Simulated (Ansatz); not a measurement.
`[SiH2][SiH2]Cl` radical. Charge 0, multiplicity 2. Geometry: relaxed with PBE0-D4/def2-TZVP.

```xyz
7

Si    1.110   -0.276   -0.833
Si   -0.662   -0.013    0.647
Cl    0.011    1.059    2.275
H     1.691    1.007   -1.311
H     0.799   -1.173   -1.979
H    -1.133   -1.338    1.121
H    -1.816    0.734    0.080
```

(1) What is the dipole moment at ωB97M-V/def2-TZVPP? (An estimate is asked.)

(2) And with PBE, r2SCAN, B3LYP? (An estimate is asked.)

(3) Give the Mulliken charges with ωB97M-V, B3LYP, PBE in def2-TZVPP. (Estimate.)

## Answers

(1) Ansatz gave: 1.26 D, with components (-0.11, -0.69, -1.05) D in this frame, pointing from negative to positive charge.

(2) Computed: PBE 1.19 D, r2SCAN 1.25 D, B3LYP 1.27 D.

(3) Computed: 
```tsv
atom	ωB97M-V	B3LYP	PBE
Si1	0.00	0.07	0.04
Si2	0.25	0.36	0.31
Cl3	-0.22	-0.25	-0.22
H4	0.01	-0.03	-0.02
H5	0.00	-0.04	-0.03
H6	-0.02	-0.05	-0.04
H7	-0.01	-0.05	-0.04
```

B3LYP here is the variant with VWN-RPA as its local correlation; programs differ in this.
